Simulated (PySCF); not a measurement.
Assigning NMR signals

Cartesian coordinates in Å; atom numbers follow the order of the lines, from 1:
```xyz
11

N     1.711    0.007    2.165
C     1.207   -0.109    1.128
C     0.578   -0.255   -0.172
C    -0.907   -0.407   -0.310
C    -1.321    0.896    0.289
C    -0.263    0.836   -0.762
H     1.188   -0.829   -0.880
H    -1.466   -1.177   -0.839
H    -1.048    1.131    1.327
H    -2.295    1.286   -0.026
H    -0.181    1.305   -1.741
```

Equivalent nuclei averaged, no solvent model, relativity neglected, one conformer. J couplings at B3LYP/pcJ-1 (spin–dipole term only in couplings to heteroatoms); geometry: PBE0-D3(BJ)/def2-SVP; shielding tensors at PBE0/pcSseg-1 (GIAO); PySCF 2.14.

Shifts are taken against calculated references (same method and geometry level): ¹³C and ¹H against TMS.

Q: Assign these signals to the numbered atoms. ¹³C{¹H} NMR (computed): δ 123.1, 29.1, 28.1, 5.6.

A: 
| δ (ppm) | atoms | environment | reason |
| --- | --- | --- | --- |
| 123.1 | C2 | nitrile carbon | C≡N carbons fall here, among the sp2 signals but without a proton |
| 29.1 | C3 | three-membered-ring carbon | carbons of three-membered rings are unusually shielded |
| 28.1 | C5 | three-membered-ring carbon | – |
| 5.6 | C4/C6 | three-membered-ring carbon | – |

C3 and C5 lie closer than the usual error of such a calculation, so a measured spectrum could show them in the other order.

Q: Assign these signals to the numbered atoms. ¹H NMR (300 MHz, computed): δ 2.04 (m, 1H), 2.01 (m, 2H), 1.40 (m, 1H), 1.39 (m, 1H).

A: 
| δ (ppm) | atoms | environment | reason |
| --- | --- | --- | --- |
| 2.04 | H7 | hydrogen on a three-membered-ring carbon | – |
| 2.01 | H8/H11 | hydrogen on a three-membered-ring carbon | – |
| 1.40 | H10 | hydrogen on a three-membered-ring carbon | cyclopropane-type protons are shielded by the ring |
| 1.39 | H9 | hydrogen on a three-membered-ring carbon | – |

H7 and H8/H11; H10 and H9 lie closer than the usual error of such a calculation, so a measured spectrum could show them in the other order.

Splittings below 1 Hz are ignored in the labels, and close J values are merged. Unscaled 3J(H,H) at this level run about 10 % above measured values. Shifts are as computed. Against solution values, carbons near 30 ppm lie about +2 ppm off and those near 130 ppm about +5 ppm. Of 1211 compounds with measured shifts, 218 miss one by over three times the rms of a fit or turn the order of signals round; such compounds aren't used in these exercises.
